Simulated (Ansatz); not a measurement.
Born–Oppenheimer molecular dynamics of C₂H₇B (10 atoms, charge 0, multiplicity 1). It goes on from the last frame of an earlier run, with new velocities.

These are results of Ansatz, RKS B3LYP-D4/6-31G*, not measurements.

```json
{
 "ensemble": "NVT, Langevin thermostat",
 "time step": "1 fs",
 "steps asked": "250",
 "set temperature": "2000 K",
 "friction": "0.005 /fs",
 "seed": "947402"
}
```

First frame:

```xyz
10
Properties=species:S:1:pos:R:3
B 0.015 -0.212 -0.046
H 0.031 -0.551 1.165
C 1.333 0.029 -0.807
H 2.312 -0.056 -0.194
H 1.596 -0.502 -1.755
H 1.239 1.125 -1.118
C -1.348 0.090 -0.795
H -1.998 -0.790 -1.073
H -1.986 0.790 -0.166
H -1.165 0.584 -1.756
```

(1) What does the run give?

(2) What happens to the structure?

(3) How do temperature and energy run in time?

## Answers

(1) All steps were run.

```
steps done                                               : 250
time covered                                             : 250 fs
mean temperature over the second half                    : 1554 K
spread of the potential energy over the second half      : 40.3 meV per atom
mean potential energy of the second half above the start : 135.9 meV per atom
```

The mean temperature of the second half is 22 % below the set value. A run of 0.25 ps of so small a system gives no equilibrium averages.

(2) The same pairs are bonded in the first frame and the last. Pairs count as bonded within 1.25 times the sum of covalent radii (0.12 Å more for H–H). This is one draw of velocities; another would differ in detail.

(3) 
```tsv
time (fs)	T (K)	potential energy less start (eV)
0.0	1800	0.000
12.0	1641	0.391
24.0	1498	0.578
36.0	1975	0.258
48.0	1383	0.884
60.0	1424	1.113
72.0	1608	1.254
84.0	1546	1.355
96.0	1503	1.370
108.0	1071	2.566
120.0	1743	1.814
132.0	1564	1.865
144.0	1736	1.333
156.0	1012	1.973
168.0	1516	1.332
180.0	1642	1.054
192.0	1299	1.301
204.0	1544	1.038
216.0	1247	1.684
228.0	1808	0.890
240.0	1217	1.984
```

Time of the run: 7.2 min on 1 thread of Arm Neoverse V1, with other jobs on the host, peak memory 0.11 GiB.
